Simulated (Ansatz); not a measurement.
**Structural energy differences of zinc**

All numbers below come from DFT, LDA (PW92), plane waves (420 eV) with PAW, scalar-relativistic (Ansatz 0.2.0). The PAW files were generated under PBE, with cores re-solved for the functional.

Each structure is relaxed within its own symmetry, so a high-lying one may be dynamically unstable.

```
        structure  ΔE (meV/atom)  V (Å³/atom)                                    cell     magnetic state
              hcp              0        13.56  a = 2.571 Å, c = 4.736 Å (c/a = 1.842)  spin not included
             dhcp              8        13.61  a = 2.567 Å, c = 9.537 Å (c/a = 3.715)  spin not included
              fcc             29        13.56                             a = 3.786 Å  spin not included
              A15             44        13.67                             a = 4.782 Å  spin not included
              bcc            102        13.67                             a = 3.013 Å  spin not included
omega (AlB2-type)            115        13.87  a = 4.289 Å, c = 2.612 Å (c/a = 0.609)  spin not included
     simple cubic            292        16.05                             a = 2.523 Å  spin not included
          diamond            620        21.36                             a = 5.549 Å  spin not included
```

ΔE counts from hcp.

Differences under about 8 meV lie within the error of the k-point mesh.
